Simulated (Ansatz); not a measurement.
CaB6-type LaB6

Method: r²SCAN (Ansatz, a first-principles code, PAW).

Run with plane-wave cutoff 600 eV, 16×16×16 k mesh, Fermi–Dirac smearing 0.092 eV (set by the program), scalar-relativistic PAW data made under PBE.

Cell (relaxed at this level):

Space group Pm-3m (No. 221); a = b = c = 4.153 Å, α = β = γ = 90.00°

| atom | site | symmetry | x | y | z |
|---|---|---|---|---|---|
| La | 1a | m-3m | 0.0000 | 0.0000 | 0.0000 |
| B | 6f | 4m.m | 0.2000 | 0.5000 | 0.5000 |

* **elastic constant C11**: 493 GPa
* **elastic constant C12**: 23.1 GPa
* **elastic constant C44**: 97.3 GPa
* **Voigt–Reuss–Hill bulk modulus**: 180 GPa
* **polycrystal shear modulus (Hill average)**: 140 GPa
* **Young modulus**: 333 GPa
* **Poisson ratio**: 0.191

Measured, for comparison: elastic constant C11 477 ± 26 GPa, elastic constant C44 90 ± 5 GPa (temperature not stated, no zero-point or thermal correction; as tabulated in Z. Phys. B, doi 10.1007/BF01469434 (note on Brillouin scattering of LaB6)). Computed (rounded) less measured: elastic constant C11 +3 % (inside the measured uncertainty), elastic constant C44 +8 %. A static lattice is as a rule a little smaller and stiffer than an uncorrected measurement, which narrows the difference in the elastic constant C11, elastic constant C44 and would widen misses of the other sign.

Elastic constants are with the ions relaxed.

Spin–orbit coupling is not included.

The computed numbers hold no vibrational or temperature effects.
